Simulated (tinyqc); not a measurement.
Inside a calculation (part 2 of 2). Method: UHF in the sto-3g basis, for BH2, spin multiplicity 2. This run ends on a higher stationary point, not on the lowest solution. Computed by tinyqc, a small Python program that keeps every step (integrals from PySCF). Command: `OMP_NUM_THREADS=1 python tinyqc.py 27617 27618 out.jsonl` (the two numbers bound the seeds that draw the settings). One thread of a shared host (Intel(R) Xeon(R) Processor @ 2.60GHz), about 0.1 s of CPU time with the checks.

Geometry (angstrom):
```
atom,x,y,z
B,0.000000,0.000000,0.000000
H,0.000000,1.223000,0.696000
H,0.000000,-1.229000,0.699000
```

## Iteration 2: diagonalisation and new density

extrapolated F(alpha) (hartree), lower triangle:
```
,1B 1s,1B 2s,1B 2px,1B 2py,1B 2pz,2H 1s,3H 1s
1B 1s,-7.337739
1B 2s,-2.174692,-0.996147
1B 2px,0.000000,0.000000,-0.217250
1B 2py,0.000042,-0.001298,0.000000,-0.071504
1B 2pz,0.019410,-0.095684,0.000000,-0.000673,0.204492
2H 1s,-0.336835,-0.431759,0.000000,-0.285818,-0.133863,-0.229124
3H 1s,-0.331900,-0.427939,0.000000,0.284511,-0.133075,-0.066629,-0.225876
```

extrapolated F(beta) (hartree), lower triangle:
```
,1B 1s,1B 2s,1B 2px,1B 2py,1B 2pz,2H 1s,3H 1s
1B 1s,-7.313190
1B 2s,-2.144497,-0.839109
1B 2px,0.000000,0.000000,0.379491
1B 2py,0.000038,-0.001446,0.000000,-0.023611
1B 2pz,0.018964,-0.094277,0.000000,-0.000761,0.240103
2H 1s,-0.332112,-0.404004,0.000000,-0.282220,-0.137982,-0.254001
3H 1s,-0.327238,-0.400471,0.000000,0.280789,-0.137183,-0.067178,-0.251037
```

X, lower triangle:
```
,1B 1s,1B 2s,1B 2px,1B 2py,1B 2pz,2H 1s,3H 1s
1B 1s,1.031219
1B 2s,-0.158566,1.168852
1B 2px,0.000000,0.000000,1.000000
1B 2py,-0.000107,0.001217,0.000000,1.123190
1B 2pz,-0.009186,0.074250,0.000000,0.000596,1.039353
2H 1s,0.024531,-0.236756,0.000000,-0.224818,-0.125993,1.149885
3H 1s,0.024383,-0.233921,0.000000,0.222637,-0.124665,-0.008869,1.147132
```

Diagonalise F' = X^T F X, C = X C', fill 4 alpha and 3 beta electrons from the bottom; D(s) = C_occ C_occ^T. Each column has its largest component positive (the first on a tie).

F' = X^T F X (alpha) (hartree), lower triangle:
```
,1,2,3,4,5,6,7
1,-7.144821
2,-1.177371,-0.355457
3,0.000000,0.000000,-0.217250
4,0.000069,0.000306,0.000000,0.180323
5,0.008889,0.024266,0.000000,0.000212,0.277385
6,-0.007751,-0.324309,0.000000,-0.340569,-0.168533,0.058851
7,-0.006522,-0.321397,0.000000,0.338680,-0.167220,-0.014380,0.057820
```

orbital energies (alpha) (hartree): MO1 -7.344211, MO2 -0.537982, MO3 -0.356778, MO4 -0.217250, MO5 0.147694, MO6 0.555477, MO7 0.609901

coefficients C (alpha):
```
,MO1,MO2,MO3,MO4,MO5,MO6,MO7
1B 1s,0.990647,-0.231939,0.001484,0.000000,0.166616,-0.163875,-0.006416
1B 2s,0.034734,0.679240,-0.005183,0.000000,-0.656971,0.782551,0.032366
1B 2px,0.000000,0.000000,0.000000,1.000000,0.000000,0.000000,0.000000
1B 2py,0.000024,0.003413,0.512841,0.000000,0.000712,-0.037186,1.047506
1B 2pz,-0.000098,0.115206,-0.000667,0.000000,0.705635,0.777969,0.028951
2H 1s,-0.005648,0.323928,0.458163,0.000000,0.324748,-0.690771,-0.740193
3H 1s,-0.005610,0.317851,-0.463650,0.000000,0.325636,-0.739641,0.683574
```

F' = X^T F X (beta) (hartree), lower triangle:
```
,1,2,3,4,5,6,7
1,-7.124608
2,-1.171839,-0.183260
3,0.000000,0.000000,0.379491
4,0.000086,0.000238,0.000000,0.234615
5,0.008034,0.033521,0.000000,0.000166,0.317239
6,-0.009019,-0.320948,0.000000,-0.341204,-0.173644,0.022062
7,-0.007790,-0.318099,0.000000,0.339195,-0.172308,-0.019461,0.020898
```

orbital energies (beta) (hartree): MO1 -7.318105, MO2 -0.468596, MO3 -0.352972, MO4 0.200644, MO5 0.379491, MO6 0.597300, MO7 0.628674

coefficients C (beta):
```
,MO1,MO2,MO3,MO4,MO5,MO6,MO7
1B 1s,0.991996,-0.198856,-0.001941,0.182064,0.000000,-0.181494,-0.012094
1B 2s,0.029862,0.551448,0.006158,-0.700247,0.000000,0.841974,0.057918
1B 2px,0.000000,0.000000,0.000000,0.000000,1.000000,0.000000,0.000000
1B 2py,0.000019,0.005068,-0.466723,0.000968,0.000000,-0.067774,1.067342
1B 2pz,-0.000468,0.127712,0.001303,0.710575,0.000000,0.770411,0.050066
2H 1s,-0.004669,0.408206,-0.486404,0.273489,0.000000,-0.651065,-0.737199
3H 1s,-0.004641,0.397971,0.496500,0.274192,0.000000,-0.736537,0.643297
```

D(alpha) after iteration 2, lower triangle:
```
,1B 1s,1B 2s,1B 2px,1B 2py,1B 2pz,2H 1s,3H 1s
1B 1s,1.035180
1B 2s,-0.123141,0.462600
1B 2px,0.000000,0.000000,1.000000
1B 2py,-0.000007,-0.000339,0.000000,0.263017
1B 2pz,-0.026818,0.078252,0.000000,0.000051,0.013273
2H 1s,-0.080047,0.217454,0.000000,0.236070,0.037013,0.314875
3H 1s,-0.079967,0.218106,0.000000,-0.236694,0.036928,-0.109434,0.316032
```

D(beta) after iteration 2, lower triangle:
```
,1B 1s,1B 2s,1B 2px,1B 2py,1B 2pz,2H 1s,3H 1s
1B 1s,1.023603
1B 2s,-0.080048,0.305024
1B 2px,0.000000,0.000000,0.000000
1B 2py,-0.000083,-0.000079,0.000000,0.217856
1B 2pz,-0.025863,0.070421,0.000000,0.000039,0.016312
2H 1s,-0.084862,0.221970,0.000000,0.229084,0.051501,0.403243
3H 1s,-0.084706,0.222379,0.000000,-0.229711,0.051475,-0.079024,0.404915
```

## Iteration 20 (converged): orbitals

converged F(alpha) (hartree), lower triangle:
```
,1B 1s,1B 2s,1B 2px,1B 2py,1B 2pz,2H 1s,3H 1s
1B 1s,-7.349801
1B 2s,-2.171420,-1.069263
1B 2px,0.000000,0.000000,-0.235201
1B 2py,-0.000032,0.000411,0.000000,-0.114409
1B 2pz,0.009955,-0.051557,0.000000,-0.001973,0.225877
2H 1s,-0.336884,-0.439180,0.000000,-0.294482,-0.096527,-0.194054
3H 1s,-0.331883,-0.435590,0.000000,0.292479,-0.094168,-0.055199,-0.187344
```

converged F(beta) (hartree), lower triangle:
```
,1B 1s,1B 2s,1B 2px,1B 2py,1B 2pz,2H 1s,3H 1s
1B 1s,-7.309980
1B 2s,-2.140513,-0.823301
1B 2px,0.000000,0.000000,0.386675
1B 2py,-0.000007,-0.002260,0.000000,0.014870
1B 2pz,0.009922,-0.104833,0.000000,-0.000316,0.259710
2H 1s,-0.331636,-0.416571,0.000000,-0.293822,-0.140731,-0.321277
3H 1s,-0.326773,-0.413100,0.000000,0.292864,-0.140690,-0.067273,-0.322471
```

As before.

F' = X^T F X (alpha) (hartree), lower triangle:
```
,1,2,3,4,5,6,7
1,-7.160109
2,-1.160804,-0.437896
3,0.000000,0.000000,-0.235201
4,-0.000280,0.002371,0.000000,0.137098
5,-0.006114,0.060852,0.000000,-0.000817,0.289001
6,-0.007256,-0.329786,0.000000,-0.348310,-0.143574,0.099604
7,-0.005971,-0.327112,0.000000,0.345803,-0.141308,-0.010157,0.102116
```

orbital energies (alpha) (hartree): MO1 -7.355914, MO2 -0.567174, MO3 -0.366935, MO4 -0.235201, MO5 0.144518, MO6 0.560209, MO7 0.615110

coefficients C (alpha):
```
,MO1,MO2,MO3,MO4,MO5,MO6,MO7
1B 1s,0.990846,-0.251994,0.001946,0.000000,0.135561,-0.161680,-0.006187
1B 2s,0.034070,0.763560,-0.007781,0.000000,-0.566459,0.775612,0.030814
1B 2px,0.000000,0.000000,0.000000,1.000000,0.000000,0.000000,0.000000
1B 2py,0.000024,0.001123,0.556917,0.000000,-0.001408,-0.032112,1.024928
1B 2pz,0.000991,0.039864,0.002554,0.000000,0.718504,0.773798,0.025702
2H 1s,-0.005644,0.272933,0.430986,0.000000,0.354486,-0.697709,-0.756740
3H 1s,-0.005611,0.267097,-0.429459,0.000000,0.360627,-0.743991,0.705005
```

F' = X^T F X (beta) (hartree), lower triangle:
```
,1,2,3,4,5,6,7
1,-7.121795
2,-1.171992,-0.158113
3,0.000000,0.000000,0.386675
4,0.000155,-0.000646,0.000000,0.288125
5,-0.000413,0.026579,0.000000,0.000512,0.336964
6,-0.007239,-0.323997,0.000000,-0.349561,-0.169603,-0.050782
7,-0.006087,-0.320727,0.000000,0.347462,-0.168503,-0.017981,-0.056612
```

orbital energies (beta) (hartree): MO1 -7.314706, MO2 -0.502072, MO3 -0.392589, MO4 0.222697, MO5 0.386675, MO6 0.579358, MO7 0.645099

coefficients C (beta):
```
,MO1,MO2,MO3,MO4,MO5,MO6,MO7
1B 1s,0.992137,-0.186158,0.000538,-0.191831,0.000000,-0.184369,-0.007464
1B 2s,0.029431,0.497603,-0.001554,0.740390,0.000000,0.842422,0.036278
1B 2px,0.000000,0.000000,0.000000,0.000000,1.000000,0.000000,0.000000
1B 2py,0.000031,0.002168,-0.402431,-0.001862,0.000000,-0.042774,1.094477
1B 2pz,0.000794,0.116308,0.000517,-0.683623,0.000000,0.797115,0.031731
2H 1s,-0.004804,0.438156,-0.528621,-0.283260,0.000000,-0.646196,-0.690027
3H 1s,-0.004767,0.438036,0.534707,-0.281478,0.000000,-0.693253,0.631485
```

D(alpha) after iteration 20, lower triangle:
```
,1B 1s,1B 2s,1B 2px,1B 2py,1B 2pz,2H 1s,3H 1s
1B 1s,1.045282
1B 2s,-0.158670,0.584245
1B 2px,0.000000,0.000000,1.000000
1B 2py,0.000825,-0.003475,0.000000,0.310158
1B 2pz,-0.009059,0.030453,0.000000,0.001467,0.001597
2H 1s,-0.073531,0.204854,0.000000,0.240330,0.011975,0.260273
3H 1s,-0.073702,0.207095,0.000000,-0.238873,0.009545,-0.112160,0.255807
```

D(beta) after iteration 20, lower triangle:
```
,1B 1s,1B 2s,1B 2px,1B 2py,1B 2pz,2H 1s,3H 1s
1B 1s,1.018990
1B 2s,-0.063434,0.248477
1B 2px,0.000000,0.000000,0.000000
1B 2py,-0.000589,0.001705,0.000000,0.161955
1B 2pz,-0.020864,0.057898,0.000000,0.000044,0.013528
2H 1s,-0.086616,0.218708,0.000000,0.213683,0.050684,0.471444
3H 1s,-0.085986,0.216997,0.000000,-0.214233,0.051220,-0.090706,0.477810
```

## Convergence

Stop when the energy changes by less than 1e-10 hartree and every element of the error matrix X^T (F D S - S D F) X (for each spin) is below 3e-06.

Course of the cycle:
```
iteration,E (hartree),change,largest element of the error matrix
1,-23.88831875,-,2.68e-01
2,-25.25235179,-1.36e+00,4.56e-02
3,-25.27036887,-1.80e-02,2.09e-02
4,-25.27400519,-3.64e-03,7.96e-03
5,-25.27488740,-8.82e-04,4.10e-03
6,-25.27549285,-6.05e-04,2.42e-03
7,-25.27567440,-1.82e-04,3.78e-04
8,-25.27567551,-1.11e-06,1.21e-04
9,-25.27567566,-1.43e-07,6.44e-05
10,-25.27567578,-1.27e-07,5.55e-05
11,-25.27567590,-1.19e-07,4.39e-05
12,-25.27567603,-1.27e-07,1.64e-05
13,-25.27567604,-9.32e-09,1.24e-05
14,-25.27567604,-4.86e-09,8.24e-06
15,-25.27567605,-1.27e-09,4.70e-06
16,-25.27567605,-3.67e-10,2.27e-06
17,-25.27567605,-1.16e-10,2.19e-06
18,-25.27567605,-1.35e-10,1.75e-06
19,-25.27567605,-1.63e-10,1.39e-06
20,-25.27567605,-6.97e-11,1.21e-06
```

PySCF UHF in the same basis, after a stability check = -25.35282028 hartree

Converged in 20 iterations. But the solution lies 0.07714 hartree above the reference: it is another stationary point, not the lowest one. Reruns (cap 100 unless said): DIIS 8: converged in 13 to a higher stationary point; damping 0.5: converged in 91 to a higher stationary point; level shift 0.5: converged in 82 to a higher stationary point; atomic densities as start, DIIS 8: converged in 13.

## Populations, bond orders and dipole

overlap S, lower triangle:
```
,1B 1s,1B 2s,1B 2px,1B 2py,1B 2pz,2H 1s,3H 1s
1B 1s,1.000000
1B 2s,0.269328,1.000000
1B 2px,0.000000,0.000000,1.000000
1B 2py,0.000000,0.000000,0.000000,1.000000
1B 2pz,0.000000,0.000000,0.000000,0.000000,1.000000
2H 1s,0.040733,0.370263,0.000000,0.355485,0.202304,1.000000
3H 1s,0.040130,0.367237,0.000000,-0.353337,0.200962,0.054154,1.000000
```

Mulliken: Z minus the diagonal of D S on the atom; Loewdin: the same with S^(1/2) D S^(1/2); Mayer order: 2 sum_s sum (D(s) S)_ij (D(s) S)_ji over the two atoms.

Charges (e):
```
atom,Mulliken,Loewdin,Mulliken spin
1B,0.089383,0.083382,1.441264
2H,-0.045108,-0.042087,-0.215287
3H,-0.044275,-0.041295,-0.225977
```

Mayer bond orders:
```
pair,order
2-1,0.922538
3-1,0.917895
3-2,0.029079
```

dipole moment about the origin, x y z (debye): 0.000000  -0.003502  -1.168942

<S^2> of the determinant (pure state: 0.75) = 0.846854
